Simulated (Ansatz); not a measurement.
Born–Oppenheimer molecular dynamics of CH$_{3}$BF (6 atoms, charge -1, multiplicity 1). It starts from a relaxed structure.

These are results of UKS PBE/STO-3G (Ansatz 0.2.0), not measurements.

| Item | Value |
| --- | --- |
| ensemble | NVT, Nosé–Hoover chain |
| time step | 0.5 fs |
| steps asked | 600 |
| set temperature | 2000 K |
| thermostat | time constant 100 fs, chain length 3 (defaults) |
| seed | 524124 |

First frame:

```xyz
6
Properties=species:S:1:pos:R:3
C -0.567 0.204 -0.437
B 0.539 -0.200 0.377
F 0.616 -0.023 1.755
H -0.613 0.057 -1.529
H -1.485 0.700 -0.074
H 1.511 -0.738 -0.092
```

(1) What does the run give?

(2) What happens to the structure?

(3) How do temperature and energy run in time?

Results:

(1) All steps were run.

| Quantity | Value |
| --- | --- |
| steps done | 600 |
| time covered | 300 fs |
| mean temperature over the second half | 1974 K |
| spread of the potential energy over the second half | 58.6 meV per atom |
| mean potential energy of the second half above the start | 178.0 meV per atom |

The conserved energy stayed within 4.7 meV per atom of its start (net change 3.2 meV per atom), so the integration is sound. A run of 0.3 ps of so small a system gives no equilibrium averages. Limits of this set-up: minimal basis, an anion without diffuse functions.

(2) The same pairs are bonded in the first frame and the last. Pairs count as bonded within 1.25 times the sum of covalent radii (0.12 Å more for H–H). Another seed would give other details.

(3) 
```tsv
time (fs)	T (K)	potential energy less start (eV)	conserved less start (meV/atom)
0	2000	0.000	0.00
15	1177	0.435	0.69
30	1214	0.436	1.30
45	666	0.755	1.58
60	1284	0.481	1.29
75	1492	0.433	1.04
90	1602	0.462	0.67
105	530	1.117	2.30
120	1302	0.852	2.38
135	1012	1.129	2.21
150	1945	0.756	2.17
165	1697	0.998	2.77
180	1136	1.375	3.12
195	2510	0.723	0.47
210	2512	0.780	1.02
225	1440	1.386	3.27
240	1424	1.432	3.41
255	2131	1.087	1.81
270	1528	1.431	3.01
285	2323	1.043	3.04
300	1675	1.397	3.23
```

Run time: 13 min on 1 thread of Arm Neoverse N1, with other jobs on the host, peak memory 0.091 GiB.
